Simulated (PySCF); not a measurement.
methoxyacetic acid (SMILES C(COC)(=O)O)

Geometry:
```csv
atom,x (Å),y (Å),z (Å)
C1,-1.749,0.321,-0.403
O2,-0.994,-0.865,-0.277
C3,0.170,-0.731,0.484
C4,1.272,0.088,-0.171
O5,1.206,0.681,-1.210
O6,2.375,0.079,0.591
H7,-2.028,0.713,0.584
H8,-1.203,1.089,-0.957
H9,-2.647,0.048,-0.952
H10,-0.037,-0.278,1.468
H11,0.555,-1.742,0.646
H12,3.081,0.597,0.171
```

The calculation used GIAO B97-2/aug-pcSseg-1 magnetisability, rotational g tensor and spin-rotation constants, non-relativistic, gas phase in PySCF. Geometry: GFN2-xTB.

How diamagnetic is it, and how anisotropic?

Isotropic -805 × 10⁻³⁰ J/T², or -48.5 × 10⁻⁶ cm³/mol; principal values -917, -793, -705 × 10⁻³⁰ J/T², anisotropy 184 × 10⁻³⁰ J/T² (root of half the summed squared differences of the principal values). The susceptibility is in cgs units.

Split it along the inertial axes a, b, c into diamagnetic and paramagnetic parts about the centre of mass, with the quadrupole moment.


```csv
axis,χ (10⁻⁶ cm³/mol),diamagnetic (10⁻⁶ cm³/mol),paramagnetic (10⁻⁶ cm³/mol),summed x² of all electrons (Å²),quadrupole Θ (D Å)
a,-48.3,-227.0,178.7,118.0,+6.93
b,-44.8,-566.9,522.1,37.9,-5.45
c,-52.4,-661.6,609.2,15.6,-1.48
```
Anisotropies 2χaa − χbb − χcc = +0.5 and 2χbb − χaa − χcc = +11.1 × 10⁻⁶ cm³/mol. Θ is traceless in Buckingham's convention.

And the rotational g tensor?


| axis | rotational constant (GHz) | g | nuclear part | electronic part |
| --- | --- | --- | --- | --- |
| a | 7.7716 | -0.0627 | 0.5897 | -0.6523 |
| b | 2.3886 | -0.0150 | 0.5708 | -0.5859 |
| c | 2.0051 | -0.0077 | 0.5662 | -0.5738 |

Asymmetric top; isotopes 12C, 1H, 16O; no vibrational averaging.
